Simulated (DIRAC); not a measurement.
**SiO: a first try and a second**

Wanted: a single-point energy of SiO, PW91/dyall-v2z (ZORA4-SO, uncontracted yes).

The results are computed with DIRAC 26.1 (patched).

14 further runs of the same task are left out: 14 set aside as unsound or not needed.

## Step 1: The structure to begin with

SiO: 2 atoms, total charge 0, spin state singlet. Geometry: optimised at PBE0/X2C-1eSO.

Bond lengths: Si1–O2 1.508 Å.

## Step 2: The input as first written

Input file OSi.xyz:

```xyz
2
OSi
Si      0.00000000      0.00000000      0.00000000
O       0.05000000      0.05000000      0.05000000
```

Input file run.inp:

```
# DIRAC input
**DIRAC
.TITLE
 OSi
.WAVE FUNCTION
.PROPERTIES
**HAMILTONIAN
.ZORA
 1 1
.DFT
GGAKEY PW91x=1.0 PW91c=1.0
**INTEGRALS
*READIN
.UNCONTRACT
**WAVE FUNCTION
.SCF
*SCF
.MAXITR
 60
**PROPERTIES
.DIPOLE
**MOLECULE
*BASIS
.DEFAULT
dyall.v2z
**END OF INPUT
```

Run with:

```sh
$ pam --inp=run.inp --mol=OSi.xyz --noarch --mw=122 --aw=276
```

Standard output:

```text
**************************************************************************
    **********************************  OSi **********************************
    **************************************************************************

 Jobs in this run:
   * Wave function
   * Properties

    **************************************************************************
    ************************** General DIRAC set-up **************************
    **************************************************************************

   CODATA Recommended Values of the Fundamental Physical Constants: 2022
 * The speed of light :        137.035999177
 * Running in four-component mode
 * Direct evaluation of the following two-electron integrals:
   - LL-integrals
   - SL-integrals
   - SS-integrals
   - GT-integrals
 * Spherical transformation embedded in MO-transformation
   for large components
 * Transformation to scalar RKB basis embedded in
   MO-transformation for small components
 * Thresholds for linear dependence:
   Large components:   1.00D-06
   Small components:   1.00D-08
 * General print level   :   0

[... 183 lines left out ...]
   Nuclear repulsion energy                          :  684.366155102770 Hartree
[... 76 lines left out ...]
   to improve convergence (default value).
[... 2 lines left out ...]
 * Convergence on norm of error vector (gradient).
   Desired convergence:1.000D-07
[... 6 lines left out ...]
 * DIIS will be activated when convergence reaches : 1.00D+20
[... 24 lines left out ...]
 * Dipole origin   (a.u.):      0.0000000000      0.0000000000      0.0000000000
[... 38 lines left out ...]
 WARNING : linear symmetry is not implemented for ZORA yet
[... 77 lines left out ...]
* Convergence on norm of error vector (gradient).
  Desired convergence:1.000D-07
[... 3 lines left out ...]
* FCKVAL - convergence in maximum change in total Fock matrix
* EVCVAL - convergence in error vector (gradient)
[... 14 lines left out ...]
                                   TOTAL ENERGY
[... 4 lines left out ...]
   Electronic energy                        :    -661.24691208939885

   Other contributions to the total energy
   Nuclear repulsion energy                 :     684.36615510276988

   Sum of all contributions to the energy
   Total energy                             :      23.11924301337103

                                   Eigenvalues
                                   -----------

* Fermion symmetry E1
  * Closed shell, f = 1.0000
   -96.20877183468  ( 2)      -29.17153920300  ( 2)      -13.33331187629  ( 2)      -13.27009176419  ( 2)      -11.39499147274  ( 2)
    -2.51316924277  ( 2)       -0.99796924316  ( 2)       -0.95197649050  ( 2)       -0.93684700950  ( 2)       -0.08413419381  ( 2)
    -0.04828750279  ( 2)
  * Virtual eigenvalues, f = 0.0000
    -0.04123105239  ( 2)       -0.02302455918  ( 2)        0.00542659270  ( 2)        0.03329332324  ( 2)        0.03520681551  ( 2)
     0.17484509476  ( 2)        0.17557204980  ( 2)        0.28486392280  ( 2)        0.41252404801  ( 2)        0.41500296370  ( 2)
     0.52145155793  ( 2)        0.78046602433  ( 2)        0.81959411059  ( 2)        0.82281997234  ( 2)        0.99329475916  ( 2)
[... 9 lines of this table left out ...]
 16545.43263382899  ( 2)    16594.57947333257  ( 2)    33189.87514625733  ( 2)
* HOMO - LUMO gap:

    E(LUMO) :    -0.04123105 au (symmetry E1 )
  - E(HOMO) :    -0.04828750 au (symmetry E1 )
  ------------------------------------------
    gap     :     0.00705645 au

* INFO: E(LUMO) - E(HOMO) small or negative.

 ERROR, SCF not converged, Dirac stops!

  --- SEVERE ERROR, PROGRAM WILL BE ABORTED ---

 SCF not converged

 ====  below this line is the stderr stream  ====

  --- SEVERE ERROR, PROGRAM WILL BE ABORTED ---
 SCF not converged
STOP 1000

  --- SEVERE ERROR, PROGRAM WILL BE ABORTED ---
STOP 1000
```

Run time: 2.1 min. Hardware: 1 thread of Intel Xeon Platinum 8375C at 2.90GHz (Ice Lake), shared host; peak memory 0.072 GiB.

## Step 3: Diagnosis

The iterations ended before the threshold was met.

The telling line is `SCF not converged`. The fault: two atoms lie on top of or far too near each other. As the program read them, the closest atoms are 0.09 Å apart, against 1.51 Å in the sound input.

## Step 4: Second attempt

Input file OSi.xyz:

```xyz
2
geometry
Si      0.00000000      0.00000000      0.00000000
O       0.00000000      0.00000000      1.50838240
```

Input file calc.inp:

```
# DIRAC input
**DIRAC
.TITLE
 OSi PW91
.WAVE FUNCTION
**HAMILTONIAN
.ZORA
 1 1
.DFT
GGAKEY PW91x=1.0 PW91c=1.0
**INTEGRALS
*READIN
.UNCONTRACT
**WAVE FUNCTION
.SCF
**MOLECULE
*BASIS
.DEFAULT
dyall.v2z
*END OF
```

Run with:

```sh
$ pam --inp=calc.inp --mol=OSi.xyz --noarch --mw=122 --aw=276
```

Standard output:

```text
[...]
   for large components
[...]
 Ordinary (field-free non-relativistic) Hamiltonian integrals not calculated.
[...]
Full group is:  C(oo,v)
Represented as: C2v
[...]
 * Kohn-Sham calculation using the xc functional: GGAKey
[...]
   Total charge of atoms =  22
[...]
 * Number of fermion irreps: 1
[...]
 WARNING : linear symmetry is not implemented for ZORA yet
           continue calculation in lower symmetry
[...]
It.    1    -170.2605951848      0.00D+00  0.00D+00  0.00D+00               0.05371900s   Atom. scrpot
[...]
It.   15    -365.4054423356     -2.67D-12 -1.11D-07  9.64D-09   DIIS   9    1.02600000s   LL SL SS
[...]
* Convergence after   15 iterations.
[...]
                                   TOTAL ENERGY
                                   ------------
   Charge of molecule : 0
   Electronic energy                        :    -404.69776474729230
   Other contributions to the total energy
   Nuclear repulsion energy                 :      39.29232241169614
[...]
   Total energy                             :    -365.40544233559615
[...]
  * Closed shell, f = 1.0000
   -65.62102588960  ( 2)      -18.76762506932  ( 2)       -5.11528665860  ( 2)       -3.52013402833  ( 2)       -3.49824656529  ( 2)
    -3.49374632401  ( 2)       -0.86868209848  ( 2)       -0.39557508791  ( 2)       -0.29978664572  ( 2)       -0.29897028539  ( 2)
    -0.27330249862  ( 2)
  * Virtual eigenvalues, f = 0.0000
[...]
* HOMO - LUMO gap:
    E(LUMO) :    -0.10126229 au (symmetry E1 )
  - E(HOMO) :    -0.27330250 au (symmetry E1 )
  ------------------------------------------
    gap     :     0.17204020 au
[...]
```

Wall time 20 s (1 thread of Intel Xeon Platinum 8375C at 2.90GHz (Ice Lake), shared host); peak memory 0.072 GiB.

## Step 5: Outcome

At PW91/dyall-v2z (ZORA4-SO, uncontracted yes):

```
     quantity          value
 total energy  -365.40544 Eh
  HOMO energy       -7.44 eV
  LUMO energy       -2.76 eV
HOMO–LUMO gap        4.68 eV
```
